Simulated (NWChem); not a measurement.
Everything below was run with NWChem. System: HLi, charge 0, spin multiplicity 1, at a geometry optimised with PBE0/def2-SVP. The structure started from a generated list of species. Level: MP2/def2-SVP, no orbitals frozen.

Job file:

```
start mol
memory heap 200 mb stack 900 mb global 1100 mb
geometry units angstroms nocenter noautoz
  Li     0.000000     0.000000     0.399406
  H      0.000000     0.000000    -1.198218
  symmetry group C2v
end
basis spherical
  * library def2-svp
end
scf
  rhf
  nopen 0
  maxiter 100
  thresh 1e-7
  semidirect memsize 60000000 filesize 0
end
mp2
end
task mp2 energy
```

Part of the output:

```
             Northwest Computational Chemistry Package (NWChem) 7.3.0
             --------------------------------------------------------

                                NWChem Input Module
                                -------------------

 Scaling coordinates for geometry "geometry" by  1.889725989
 (inverse scale =  0.529177249)

 Turning off AUTOSYM since
 SYMMETRY directive was detected!

                             Geometry "geometry" -> ""
                             -------------------------

 Output coordinates in angstroms (scale by  1.889725989 to convert to a.u.)

  No.       Tag          Charge          X              Y              Z
 ---- ---------------- ---------- -------------- -------------- --------------
    1 Li                   3.0000     0.00000000     0.00000000     0.39940600
    2 H                    1.0000     0.00000000     0.00000000    -1.19821800

 Effective nuclear repulsion energy (a.u.)       0.9936829611

            Nuclear Dipole moment (a.u.)
            ----------------------------
        X                 Y               Z
 ---------------- ---------------- ----------------
     0.0000000000     0.0000000000     0.0000000000

      Symmetry information
      --------------------

 Group name             C2v
 Group number             16
 Group order               4
 No. of unique centers     2

      Symmetry unique atoms

     1    2


 Summary of "ao basis" -> "" (spherical)
 ------------------------------------------------------------------------------
       Tag                 Description            Shells   Functions and Types
 ---------------- ------------------------------  ------  ---------------------
 *                          def2-svp                  on all atoms

 Summary of "ao basis" -> "ao basis" (spherical)
 ------------------------------------------------------------------------------
       Tag                 Description            Shells   Functions and Types
 ---------------- ------------------------------  ------  ---------------------
 Li                         def2-svp                 5        9   3s2p
[...]
     1   1 0 0     -0.000000      0.000000      0.000000
     1   0 1 0     -0.000000      0.000000      0.000000
     1   0 0 1      2.334308      0.000000      0.000000

     2   2 0 0     -3.888328      0.000000      0.000000
     2   1 1 0     -0.000000      0.000000      0.000000
     2   1 0 1      0.000000      0.000000      0.000000
     2   0 2 0     -3.888328      0.000000      0.000000
     2   0 1 1      0.000000      0.000000      0.000000
     2   0 0 2     -5.391542      0.000000      6.836095

                   NWChem MP2 Semi-direct Energy/Gradient Module
                   ---------------------------------------------

  Basis functions       =     14
  Molecular orbitals    =     14
  Frozen core           =      0
  Frozen virtuals       =      0
  Active alpha occupied =      2
  Active beta occupied  =      2
  Active alpha virtual  =     12
  Active beta virtual   =     12
  Use MO symmetry       = T
  Use skeleton AO sym   = T

  AO/Fock/Back tols     =   1.0D-09  1.0D-09  1.0D-09

 GA uses MA = F    GA memory limited = T

 Available:
  local mem=  1.26D+08
 global mem=  1.44D+08
 local disk=  0.00D+00
  mp2_memr nvloc                    12
  nvloc new                    12
   1 passes of   2:        2097152                        620                      8932.
   1 passes of   2: M    126155746           G      144178808           F     124058594.

 Semi-direct pass number   1 of   1  for RHF alpha+beta  at        0.0s
  vrange nnbf                   105
  mp2_eaftype                    10  avail_ma_in_mb                  1099
 EAF : mp2_eaftype filesize          10       4466.
  mp2_eaf for mointskh                     10
Node 0 wrote      0.0 Mb in      0.0 s     Agg I/O rate:  1197.1 Mb/s
 Done moints_semi at        0.0s
  mp2_eaftype                    10  avail_ma_in_mb                  1089
 EAF : mp2_eaftype filesize          10       4466.
  mp2_eaf for kh                    10
 Done maket at        0.0s
 Done multipass loop at        0.0s

          -------------------------------------------
          SCF energy                  -7.978669079914
          Correlation energy          -0.022082630980
          Singlet pairs               -0.021794044761
          Triplet pairs               -0.000288586218
          Total MP2 energy            -8.000751710894
          -------------------------------------------

          ---------------------------------------------------
                    Spin Component Scaled (SCS) MP2
          Same spin pairs                     -0.000192390812
          Same spin scaling factor             0.333333333333
          Opposite spin pairs                 -0.021890240168
          Opposite spin scaling fact.          1.200000000000
          SCS-MP2 correlation energy          -0.026332418472
          Total SCS-MP2 energy                -8.005001498386
          ---------------------------------------------------

 -----------------------
 Performance information
 -----------------------

 Timer overhead =  1.36D-07 seconds/call

               Nr. of calls         CPU time (s)                 Wall time (s)                GFlops
             ---------------    -------------------     ------------------------------   -------------------
Name         Min   Avg   Max    Min     Avg     Max     Min     Avg     Max   Mx/calls   Min     Max     Sum
mp2: moin     1     1     1   3.92E-3 3.92E-3 3.92E-3  3.92E-3 3.92E-3 3.92E-3 3.92E-3   0.0     0.0     0.0
mp2: make     1     1     1   1.74E-4 1.74E-4 1.74E-4  1.74E-4 1.74E-4 1.74E-4 1.74E-4   0.0     0.0     0.0
mp2: tota     1     1     1   8.06E-3 8.06E-3 8.06E-3  8.06E-3 8.06E-3 8.06E-3 8.06E-3   0.0     0.0     0.0

 The average no. of pstat calls per process was 3.00D+00
 with a timing overhead of 4.08D-07s

 Task  times  cpu:        0.0s     wall:        0.0s

 Total times  cpu:        0.1s     wall:        0.1s
```
